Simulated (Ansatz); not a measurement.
Process, species as SMILES: FC(F)(F)F + 4 [H][H] (H2) → C (CH4) + 4 F (HF)
B3LYP-D3(BJ)/def2-TZVP geometries, fixed; electronic energies without zero-point terms.

Basis-set convergence of the energy of full hydrogenation at PBE with Ansatz (a quantum-chemistry and plane-wave program). Cartesian d functions, on some or all atoms, in 6-31G**; all else is spherical. The program fits the integrals of some runs and decomposes those of others, by size. No added dispersion term, no relativity. Functions are those of the species that has most. Reference: the value in aug-cc-pVQZ, -66.75 kcal/mol, itself unsure by roughly 0.66 kcal/mol (its mean distance from def2-QZVPPD, pcseg-3, def2-QZVPP). Deviations are taken from unrounded values.

```json
[
 {"basis": "STO-3G", "functions": "25", "energy of full hydrogenation (kcal/mol)": "79.66", "minus reference (kcal/mol)": "146.41"},
 {"basis": "3-21G", "functions": "45", "energy of full hydrogenation (kcal/mol)": "32.36", "minus reference (kcal/mol)": "99.11"},
 {"basis": "pcseg-0", "functions": "45", "energy of full hydrogenation (kcal/mol)": "1.78", "minus reference (kcal/mol)": "68.54"},
 {"basis": "def2-SV(P)", "functions": "70", "energy of full hydrogenation (kcal/mol)": "6.94", "minus reference (kcal/mol)": "73.70"},
 {"basis": "pcseg-1", "functions": "70", "energy of full hydrogenation (kcal/mol)": "-43.42", "minus reference (kcal/mol)": "23.34"},
 {"basis": "6-31G**", "functions": "75", "energy of full hydrogenation (kcal/mol)": "-21.30", "minus reference (kcal/mol)": "45.45"},
 {"basis": "aug-pcseg-1", "functions": "115", "energy of full hydrogenation (kcal/mol)": "-65.18", "minus reference (kcal/mol)": "1.57"},
 {"basis": "6-311++G(2d,2p)", "functions": "135", "energy of full hydrogenation (kcal/mol)": "-71.56", "minus reference (kcal/mol)": "-4.80"},
 {"basis": "cc-pVTZ", "functions": "150", "energy of full hydrogenation (kcal/mol)": "-52.97", "minus reference (kcal/mol)": "13.79"},
 {"basis": "def2-TZVPP", "functions": "155", "energy of full hydrogenation (kcal/mol)": "-61.19", "minus reference (kcal/mol)": "5.57"},
 {"basis": "6-311++G(3df,3pd)", "functions": "195", "energy of full hydrogenation (kcal/mol)": "-66.03", "minus reference (kcal/mol)": "0.72"},
 {"basis": "aug-cc-pVTZ", "functions": "230", "energy of full hydrogenation (kcal/mol)": "-66.62", "minus reference (kcal/mol)": "0.13"},
 {"basis": "def2-QZVPPD", "functions": "327", "energy of full hydrogenation (kcal/mol)": "-67.05", "minus reference (kcal/mol)": "-0.30"}
]
```
